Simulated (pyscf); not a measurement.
Optimised with ωB97X-D3(BJ)/def2-SVP in PySCF.

SMILES: CC[Si](C)(O)O
```xyz
16

C     -1.5806     0.7189     1.6450
C     -0.2985    -0.1009     1.8355
Si     0.3576    -0.8178     0.2483
C      0.7392     0.4854    -1.0450
O      1.7362    -1.6641     0.6636
O     -0.7935    -1.8630    -0.3788
H     -2.3658     0.1114     1.1669
H     -1.9799     1.0881     2.6032
H     -1.4073     1.5985     1.0026
H      0.4951     0.5083     2.3023
H     -0.4771    -0.9444     2.5249
H      1.1388     0.0391    -1.9714
H     -0.1597     1.0653    -1.3111
H      1.4963     1.1913    -0.6671
H      2.0741    -2.2920     0.0182
H     -0.9516    -1.8143    -1.3256
```

Problem. How much does it cost (ΔH, 298 K, ωB97M-D3(BJ)/def2-TZVP) to split `[CH3][CH2][Si]([CH3])([OH])[OH]` at its C–Si bond into •H₂C–CH₃ + H₃C–Si•(OH)–OH?

Solution. C–Si to •H₂C–CH₃ + H₃C–Si•(OH)–OH: 3.96 eV. The 7 functionals that were run give +3.50 (r²SCAN) to +3.97 eV (ωB97X-D3(BJ)). Other isomers of •H₂C–CH₃, H₃C–Si•(OH)–OH were not searched in full and may lie lower.
